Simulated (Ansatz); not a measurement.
Results of PBEsol (plane waves, PAW; Ansatz, a quantum-chemistry and plane-wave program) for hcp Zr.

Numerical settings: plane-wave cutoff 520 eV, 16×16×10 k mesh (along the axes of the cell as run), Fermi–Dirac smearing 0.1 eV, perturbation theory, force constants from a 4×4×2 q mesh, scalar-relativistic PAW data made under PBE.

Computed at the level's own relaxed cell. Harmonic vibrational thermodynamics at fixed volume:

```csv
T (K),S_vib (J/K per mol of atoms),C_V (J/K per mol of atoms),F_vib (eV/atom)
0,0.00,0.00,0.0232
100,15.32,18.95,0.0172
200,30.17,23.18,-0.0071
300,39.79,24.13,-0.0436
500,52.27,24.65,-0.1401
600,56.77,24.74,-0.1967
1000,69.45,24.87,-0.4605
```

The crystal is taken as a harmonic solid at every temperature: melting, phase changes and thermal expansion are not seen, nor the electrons' share in a metal.
